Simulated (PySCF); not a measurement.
**Ionisation energy along the 14-electron series**

Calculated with PySCF 2.14 and a two-component X2C-1e Hamiltonian (Gaussian nucleus, no Breit or QED terms), each ion in its own even-tempered basis scaled to its charge; GMP2 freezes 1s2 and drops the highest virtual spinors. Values in eV. NIST values: (m) measured, (s) semi-empirical, (t) theoretical.

| ion | configuration | GHF (screened spin-orbit) | GMP2 (screened spin-orbit) | NIST |
| --- | --- | --- | --- | --- |
| Si | [Ne] 3s2 3p2 | 7.495 | 7.858 | 8.152 (m) |
| P⁺ | [Ne] 3s2 3p2 | 18.996 | 19.512 | 19.769 (s) |
| S²⁺ | [Ne] 3s2 3p2 | 33.966 | 34.539 | 34.86 ± 0.04 (s) |

Between Z = 14 and Z = 16 the GMP2 (screened spin-orbit) value grows as Z to the power 11.09.
